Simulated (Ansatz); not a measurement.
# SiBH₅: ionisation energy by level of theory

The task here is to estimate one member of a computed series from the others.

The runs use Ansatz 0.2.0, Gaussian basis; unrestricted cation, the program's frozen cores in correlated methods.

Levels to be run: UKS PBE-D4/def2-TZVPP; UKS r2SCAN-D4/def2-TZVPP; UKS PBE0-D4/def2-TZVPP; UKS B3LYP-D4/def2-TZVPP; UKS wB97X-V/def2-TZVPP; UKS wB97M-V/def2-TZVPP; UKS B2PLYP/def2-TZVPP; UHF-CCSD(T)/def2-TZVPP; UHF-MP2/def2-QZVPP; extrapolation to the limit; then −ε(HOMO) from the neutral's earlier runs with LDA (SPW92), PBE-D4, revPBE-D4, BLYP-D4, r2SCAN-D4, B97M-V, PBE0-D4, B3LYP-D4, r2SCANh-D4, r2SCAN0-D4, HSE06-D4, BHLYP-D4, CAM-B3LYP-D4, LC-ωPBE, ωB97X-V, ωB97M-V.

### Structure used throughout

The geometry comes from an earlier relaxation with PBE0-D4 in a triple-zeta def2 set; it is a stationary point, not always the lowest conformer.

SMILES `B[SiH3]`, 7 atoms, charge 0, spin multiplicity 1.

Atoms are counted from 1 here; the program's logs count them from 0.

Bond lengths: B1–Si2 2.010 Å, B1–H3 1.196 Å, B1–H4 1.195 Å, Si2–H5 1.492 Å, Si2–H6 1.492 Å, Si2–H7 1.487 Å. Angles: Si2–B1–H3 118.9°, Si2–B1–H4 123.6°, H3–B1–H4 117.5°, B1–Si2–H5 108.8°, B1–Si2–H6 108.8°, B1–Si2–H7 115.1°, H5–Si2–H6 107.3°, H5–Si2–H7 108.3°, H6–Si2–H7 108.3°.

Geometry (Å):

```
B    -0.0432   -1.1890    0.2043
Si    0.0891    0.7853   -0.1485
H    -1.1260   -1.6906    0.2901
H     0.9064   -1.9025    0.3354
H    -0.6160    1.0934   -1.4272
H    -0.6236    1.5167    0.9396
H     1.4745    1.3188   -0.2395
```

The first run:

The input, in.yaml:

```yaml
crystal:
  periodic: [false, false, false]
  atoms:
    - {symbol: B, position_ang: [-0.043203, -1.189043, 0.204262]}
    - {symbol: Si, position_ang: [0.089076, 0.785348, -0.148545]}
    - {symbol: H, position_ang: [-1.125977, -1.690592, 0.290092]}
    - {symbol: H, position_ang: [0.906406, -1.902534, 0.335399]}
    - {symbol: H, position_ang: [-0.615990, 1.093364, -1.427155]}
    - {symbol: H, position_ang: [-0.623563, 1.516685, 0.939637]}
    - {symbol: H, position_ang: [1.474452, 1.318774, -0.239488]}
basis:
  gaussian: {orbitals: def2-TZVPP}
total_charge: 1
magnetization: {spin_polarized: true, initial_magnetization: 1}
hamiltonian: {xc: pbe, dispersion: d4}
```

Steps of the session up to this table: Cation, UKS PBE-D4/def2-TZVPP; Cation, UKS r2SCAN-D4/def2-TZVPP; Cation, UKS PBE0-D4/def2-TZVPP; Cation, UKS B3LYP-D4/def2-TZVPP; Cation, UKS wB97X-V/def2-TZVPP; Cation, UKS wB97M-V/def2-TZVPP; Cation, UKS B2PLYP (frozen core)/def2-TZVPP; Cation, UHF-CCSD(T)/def2-TZVPP; Cation, UHF-MP2/def2-QZVPP.

One table of the session follows, with a row left open; its other results are not shown here.

For comparison, −ε(HOMO) of the neutral from earlier runs:

| functional | −ε(HOMO) (eV) |
| --- | --- |
| LDA (SPW92) | 7.31 |
| PBE-D4 | 7.25 |
| revPBE-D4 | 7.22 |
| BLYP-D4 | 7.14 |
| r2SCAN-D4 | 7.52 |
| B97M-V | 7.63 |
| PBE0-D4 | 8.47 |
| B3LYP-D4 | ? |
| r2SCANh-D4 | 7.97 |
| r2SCAN0-D4 | 8.64 |
| HSE06-D4 | 8.07 |
| BHLYP-D4 | 9.62 |
| CAM-B3LYP-D4 | 9.85 |
| LC-ωPBE | 11.23 |
| ωB97X-V | 10.86 |
| ωB97M-V | 10.65 |

Estimate the missing values for B3LYP-D4.

Worked estimate for «−ε(HOMO) (eV)». Against the share of exact exchange, BLYP-D4 (0, 7.14), BHLYP-D4 (0.5, 9.62) give a slope of 4.96 per unit share; at 0.2 the line stands at 8.13.

**Answer.** −ε(HOMO) (eV): 8.27. In «−ε(HOMO) (eV)» the line misses by -0.14.
